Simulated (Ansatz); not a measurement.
System: C2H3, charge 0, multiplicity 2. It need not be the lowest isomer of its formula. SMILES: [CH]=C
Geometry: optimised at B3LYP-D3(BJ)/def2-TZVP (Ansatz, a quantum-chemistry and plane-wave program).

Parts of the frozen-core correlation energy in cc-pVDZ (Ansatz, hartree). Frozen orbitals: 2; correlated occupied orbitals by spin: 6 and 5; virtual: 35 and 36. UHF or UKS for open shells. No spin-orbit coupling. Non-relativistic.

```json
[
 {"term": "reference (HF)", "value": "-77.39760"},
 {"term": "MP2 opposite-spin", "value": "-0.17587"},
 {"term": "MP2 same-spin", "value": "-0.05416"},
 {"term": "CCSD correlation", "value": "-0.26751"},
 {"term": "(T)", "value": "-0.00875"},
 {"term": "CCSDT minus CCSD(T)", "value": "-0.00125"},
 {"term": "T1 diagnostic", "value": "0.042"},
 {"term": "largest doubles amplitude", "value": "0.132"},
 {"term": "<S^2> of the reference", "value": "0.941"}
]
```
